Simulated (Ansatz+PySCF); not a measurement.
## singlet C₂H₄ in separate pieces: levels of theory in one basis

```xyz
6

C     0.0000    0.0000   -0.1059
H     0.0000    1.0040    0.3178
H     0.0000   -1.0040    0.3178
C    10.0000    0.0000   -0.1059
H    10.0000    1.0040    0.3178
H    10.0000   -1.0040    0.3178
```

Basis set: cc-pVDZ (spherical functions). Correlated methods keep 2 orbitals frozen. Charge 0, multiplicity 1.

Computed with Ansatz (development build ahead of 0.2.0); each method stands on the lowest determinant of its kind that the runs found. NEVPT2 correlates all electrons. Active spaces start from the frontier orbitals, and the lowest solution found is given.

```tsv
method	E − E(RHF) (eV)	<S²> of the determinant
RHF	0.00	0.00
UHF	-3.60	2.03
RHF-MP2	-5.92	–
UHF-MP2	-8.66	2.03
RHF-CCSD	-7.43	–
UHF-CCSD	-9.77	2.03
RHF-CCSD(T)	-7.62	–
UHF-CCSD(T)	-9.86	2.03
RHF-CCSDT(Q)	-7.71	–
UHF-CCSDT(Q)	-9.89	2.03
CASSCF(4,4)	-3.31	–
CASSCF(2,2)	-0.53	–
SC-NEVPT2(4,4)	-8.73	–
```

(1) What does SC-NEVPT2(2,2) give on the same scale?

(2) Is a single determinant a sound starting point here?

Answers

(1) -6.16 eV. NEVPT2 here correlates all electrons, so it doesn't share the others' frozen core.

(2) It is doubtful. Unrestricted orbitals lower Hartree–Fock by 3.60 eV and <S²> is 2.03 where a pure state has 0.00, a sign of strong static correlation. The CASSCF(4,4) natural occupations are 1.00, 1.00, 1.00, 1.00. The CASSCF(2,2) natural occupations are 1.89, 0.11.

Caution for RHF, RHF-MP2, RHF-CCSD, RHF-CCSD(T), RHF-CCSDT(Q): an unrestricted determinant lies well below. Caution for UHF, UHF-MP2, UHF-CCSD, UHF-CCSD(T), UHF-CCSDT(Q): the unrestricted determinant is a mixture of spin states; the determinant breaks the point group. Caution for RHF-MP2, UHF-MP2, RHF-CCSD, UHF-CCSD, RHF-CCSD(T), UHF-CCSD(T), RHF-CCSDT(Q), UHF-CCSDT(Q): bonds are stretched, where a single reference can fail. Caution for RHF-CCSD, RHF-CCSD(T): the program finds a lower state of this spin; the program doubts this total. Caution for CASSCF(2,2): other starts end on other solutions of this active space.
